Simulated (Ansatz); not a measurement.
C3H5NO can be A, `NC1=COC1`, or B, `COC=C=N`.

Gas-phase electronic energies from Ansatz, PBE0-D4/def2-TZVP geometries. CCSD(T)/CBS is the MP2 limit (def2-TZVPP, def2-QZVPP) plus CCSD(T) − MP2 in def2-TZVPP, frozen cores. DFT in def2-TZVPP. B3LYP here is the variant with VWN-RPA as its local correlation; programs differ in this. One conformer a species, not always the lowest.

Task: Which isomer does CCSD(T)/CBS put lower? Give the gap. (An estimate is asked.)

Result: The calculation gave: A, by 4.4 kcal/mol.

Task: Give E(B) − E(A) in kcal/mol with LDA (SPW92), CCSD/def2-TZVPP, CCSD(T)/def2-TZVPP, B2PLYP, B3LYP-D4, CCSD(T)/def2-SVP, MP2/def2-TZVPP. (Estimate.)

Result: The calculation gave: LDA (SPW92) 9.2, CCSD/def2-TZVPP 3.0, CCSD(T)/def2-TZVPP 3.2, B2PLYP 0.8, B3LYP-D4 -0.6, CCSD(T)/def2-SVP 2.1, MP2/def2-TZVPP 5.8. The order is the other way round with B3LYP-D4.

Task: Does the order hold for the free energy at 298.15 K (harmonic terms from PBE0-D4)? (An estimate is asked.)

Result: Computed: Yes: G(B) − G(A) = +1.8 kcal/mol, for one conformer each.

Largest T1 diagnostic: 0.014.

From r2SCAN to r2SCAN0 (25 % exact exchange), in def2-TZVPP and without D4, E(B) − E(A) moves by +2.1 kcal/mol. At CCSD(T), def2-SVP lies −2.3 kcal/mol from the extrapolated value and def2-TZVPP −1.2 kcal/mol.
